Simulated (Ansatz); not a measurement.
Gas-phase reaction in SMILES: NC1CCC1 + 5 C (CH4) -> 4 CC (C2H6) + NC (CH5N)

Wanted: bond separation energy (enthalpy at 298 K), in kcal/mol. Conventions: non-relativistic; 6-311+G** with 5d; dispersion terms only where a functional's name holds one; valence correlation only; LANL2DZ all-electron up to Ne; six Cartesian d functions in 6-31G* and its kin unless marked 5d; spin-orbit terms left out. CBS(X,Y): correlation extrapolated as X^-3; Hartree-Fock from the larger set. [CCSD(T)-MP2]/basis is that difference in the basis named. Ab initio and DFT rows: single points at B3LYP-D3(BJ) geometries (Ansatz, a program for electronic structure), with unscaled harmonic terms from B3LYP/6-31G* (Ansatz) at its own minima.

Measured values: Active Thermochemical Tables 1.112 (ions: stationary electron), as tabulated in the package chemicals; CRC Handbook, as tabulated in the package chemicals; they hold spin-orbit and core effects, anharmonicity and other conformers. 

Value to compare with, the measured value: -5.9 kcal/mol.

```
level                                              program  bond separation energy (enthalpy at 298 K) (kcal/mol)  error
-------------------------------------------------  -------  -----------------------------------------------------  -----
PBE/STO-3G                                          Ansatz                                                  -14.5   -8.6
PBE/3-21G                                           Ansatz                                                  -10.2   -4.3
PBE/LANL2DZ                                         Ansatz                                                   -6.2   -0.3
PBE/6-31G*                                          Ansatz                                                   -9.6   -3.7
PBE/def2-SVP                                        Ansatz                                                   -9.5   -3.6
PBE/6-311+G**                                       Ansatz                                                   -8.5   -2.6
PBE/def2-TZVPD                                      Ansatz                                                   -8.6   -2.7
RI-MP2/CBS(cc-pVTZ,cc-pVQZ)+[CCSD(T)-MP2]/cc-pVTZ   Ansatz                                                   -7.8   -1.9
```

Among the 6 habitual levels, PBE/STO-3G lies farthest from the measured value (-8.6 kcal/mol) and PBE/LANL2DZ nearest (-0.3); 0 of 6 lie above it, and their mean absolute error is 3.9 kcal/mol, the median 3.7. One case shows no general order.

The sets are all those run for this method; left out are runs that failed, that the program found above a lower state of the same kind, or whose <S^2> lies over 0.5 above the pure value.
